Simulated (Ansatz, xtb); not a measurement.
Isomers of NOS− in order of energy

3 gas-phase structures of NOS−, found in a search over its isomers (lower ones may exist). Each was relaxed with GFN2-xTB:

A. `[N-]=[O+][S-]`, a singlet
B. `N#S[O-]`, a singlet
C. `O=N[S-]`, a singlet

Q: Make a reasoned guess at their ranking by r2SCAN-D4/def2-SVPD single-point energy.

A: Calculated order at r2SCAN-D4/def2-SVPD: B (0.000), C (0.175), A (2.417) eV.

Energies above the lowest of each column, in eV; the last columns are at r2SCAN-D4/def2-TZVPD geometries and were run for some of them only (a dash: not run or not comparable):

```
structure  GFN2-xTB  HF/STO-3G  r2SCAN-D4/def2-SVPD  r2SCAN-D4/def2-TZVPD  CCSD(T)/def2-TZVPPD
        B     0.354      4.420                0.000                 0.000                0.000
        C     0.000      0.000                0.175                 0.890                0.968
        A     1.904      1.843                2.417                     –                    –
```

CCSD(T)/def2-TZVPPD puts B lowest of those it was run on; GFN2-xTB picks C, HF/STO-3G picks C. Frequencies (r2SCAN-D4/def2-TZVPD) were run for B, C alone. Large T1 diagnostics make some coupled-cluster values less sure. At the geometry of A a triplet lies below the singlet.

Programs: Ansatz 0.2.0, xtb 6.7.1.
